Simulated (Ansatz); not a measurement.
Input for Ansatz (development build ahead of 0.2.0):

```yaml
crystal:
  periodic: [false, false, false]
  atoms:
    - { symbol: C, position_ang: [0.0, 0.0, -1.11648] }
    - { symbol: S, position_ang: [0.0, 0.0, 0.41868] }
basis:
  gaussian: { orbitals: def2-TZVP }
hamiltonian:
  xc: hf
correlation:
  method: mp2
  frozen_orbitals: { C: 1, S: 5 }
```

The input is written out in the form of the current development build from the run's settings.

Results

* Converged: yes
* Reference energy: -435.34928 hartree
* Correlation energy: -0.29990 hartree
* Total energy: -435.64919 hartree
* Spin squared of the determinant: 0.000
